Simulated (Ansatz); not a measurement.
A calculation on rock-salt TiC returned lattice constant a 4.333 Å, formation enthalpy -0.831 eV/atom.

For reference: lattice constant a 4.33 Å (measured, temperature not stated, no zero-point or thermal correction; as tabulated in Zhang et al. (2018), doi:10.1088/1367-2630/aac7f0); formation enthalpy -0.956 ± 0.02 eV/atom (measured, 298 K, copied from a table, unchecked, not corrected to a static lattice; as tabulated in Wang et al. (2021), doi:10.1038/s41598-021-94550-5).

Problem. Which level of theory produced these numbers?
A. PBE (Ansatz, a first-principles code)
B. r²SCAN (Ansatz)
C. LDA (Ansatz)
D. rVV10 (Ansatz)

Solution. A, PBE (Ansatz)

The others give: rVV10 4.356 Å, -0.796 eV/atom; r²SCAN 4.328 Å, -0.989 eV/atom; LDA 4.261 Å, -0.946 eV/atom.

Unless a cell is named, each level is at its own relaxed cell (LDA 9.67, PBE 10.17, r²SCAN 10.13, rVV10 10.33 Å³/atom).

Ansatz's density-functional and Hartree–Fock values are scalar-relativistic unless marked +SOC, with PAW data made under PBE.
